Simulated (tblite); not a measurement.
C₃H₆O (charge -1 and doublet state).
SMILES: `C[C](C)[O-]`

Computed values, GFN2-xTB/tblite, gas phase, harmonic and unscaled. Against measured fundamentals such values can be off by several per cent, at times by over 20. Open shells enter through the occupations alone, without spin polarisation, and single modes of such species can be off by tens of per cent.

Harmonic wavenumbers (cm⁻¹): 149.6, 150.7, 291.8, 345.5, 440.3, 779.2, 918.8, 937.3, 1007.1, 1038.9, 1094.4, 1351.3, 1374.5, 1424.2, 1493.3, 1501.7, 1516.3, 1522.5, 2608.1, 2632.8, 2835.3, 2850.5, 2981.1, 2985.5.

A = 9250, B = 8633, C = 4776 MHz; mass 58.042 u (most abundant isotopes); point group Cs, symmetry number 1; spin multiplicity 2.

Problem. What is the zero-point energy?

Solution. Half the sum of the wavenumbers: 17115 cm⁻¹ = 48.94 kcal/mol.

Problem. What is S at 273.15 K and 1 bar for an ideal gas of classical rigid rotors and harmonic oscillators?

Solution. Translation 37.69, rotation 23.99, vibration 8.65, spin (R ln 2) 1.38: S = 71.7 cal/(mol K).

Problem. And Cp and H(273.15 K) − H(0)?

Solution. Cp = 18.61 cal/(mol K), of which vibrations give 10.66 (their classical limit is 24 R = 47.7); H(273.15 K) − H(0) = 3.57 kcal/mol without the zero-point energy, 1.40 from vibrations.

Problem. Blend soft modes into free rotors: weight 1/[1 + (100 cm⁻¹/ν̃)⁴] for the oscillator and the rest for a rotor with moment μB/(μ + B), μ = h/(8π²ν), B = 10⁻⁴⁴ kg m². What vibrational entropy results?

Solution. 8.62 cal/(mol K) in place of 8.65, which changes −T·S at 273.15 K by +0.01 kcal/mol.

Problem. Which modes carry the vibrational entropy at 273.15 K?

Solution. 149.6 cm⁻¹: 2.51; 150.7 cm⁻¹: 2.50; 291.8 cm⁻¹: 1.32; 345.5 cm⁻¹: 1.05; 440.3 cm⁻¹: 0.71; 779.2 cm⁻¹: 0.17 cal/(mol K); the other 18 give 0.40 together.

Hindered rotation and anharmonicity are outside this model.

The run took 0.1 s of wall time on an Arm Neoverse V2 with one thread, no GPU, shared host. This covers the Hessian and the dipole derivatives.
